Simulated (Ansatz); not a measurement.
# C2H4O2: the cost of one run

The runs use Ansatz 0.2.0, Gaussian basis; cc-pVTZ, core rule «outside noble gas», up to 4 orbitals frozen.

The runs, in order: UHF; CCSD(T) on RHF; BCCD(T) on RHF.

20 further runs of the same task are left out: 2 that didn't finish, 18 set aside as unsound or not needed.

**1. The system**

The geometry is an MP2(full)/6-31G* stationary point (not a proven minimum).

8 atoms, charge 0, spin multiplicity 1.

Atoms are counted from 1 here; the program's logs count them from 0.

Bond lengths: C1–O2 1.214 Å, C1–O3 1.345 Å, C1–H4 1.097 Å, O3–C5 1.443 Å, C5–H6 1.087 Å, C5–H7 1.090 Å, C5–H8 1.090 Å. Angles: O2–C1–O3 125.7°, O2–C1–H4 125.1°, O3–C1–H4 109.1°, C1–O3–C5 114.0°, O3–C5–H6 105.1°, O3–C5–H7 110.3°, O3–C5–H8 110.3°, H6–C5–H7 110.9°, H6–C5–H8 110.9°, H7–C5–H8 109.3°.

As a file:

```mol
C2H4O2
  3D, bonds by distance, orders not assigned

  8  7  0  0  0  0  0  0  0  0999 V2000
   -0.8795   -0.0633    0.0000 C   0  0
   -0.6593   -1.2576    0.0000 O   0  0
    0.0517    0.9074    0.0000 O   0  0
   -1.8767    0.3952    0.0000 H   0  0
    1.4086    0.4179    0.0000 C   0  0
    2.0318    1.3088    0.0000 H   0  0
    1.5928   -0.1856    0.8894 H   0  0
    1.5928   -0.1856   -0.8894 H   0  0
  1  2  8  0
  1  3  8  0
  1  4  8  0
  3  5  8  0
  5  6  8  0
  5  7  8  0
  5  8  8  0
M  END
```

**2. UHF**

Input file in.yaml:

```yaml
crystal:
  periodic: [false, false, false]
  atoms:
    - {symbol: C, position_ang: [-0.879518, -0.063269, 0.000000]}
    - {symbol: O, position_ang: [-0.659328, -1.257612, 0.000000]}
    - {symbol: O, position_ang: [0.051691, 0.907438, 0.000000]}
    - {symbol: H, position_ang: [-1.876669, 0.395195, 0.000000]}
    - {symbol: C, position_ang: [1.408590, 0.417884, 0.000000]}
    - {symbol: H, position_ang: [2.031825, 1.308761, 0.000000]}
    - {symbol: H, position_ang: [1.592812, -0.185575, 0.889397]}
    - {symbol: H, position_ang: [1.592812, -0.185575, -0.889397]}
basis:
  gaussian: {orbitals: cc-pVTZ}
magnetization: {spin_polarized: true, initial_magnetization: 0}
hamiltonian: {xc: hf}
output: {orbitals: {seedname: orbitals}}
```

Command:

```sh
$ ansatz run in.yaml --threads 1 --pin off --events-out ev --progress --plain --max-ram 2560MiB --backend cpu
```

**Question.** How long does this run take on 1 thread of AMD EPYC 7R13, shared host, and how much memory does it need?

About 5.5 s, with a peak of 0.47 GiB.
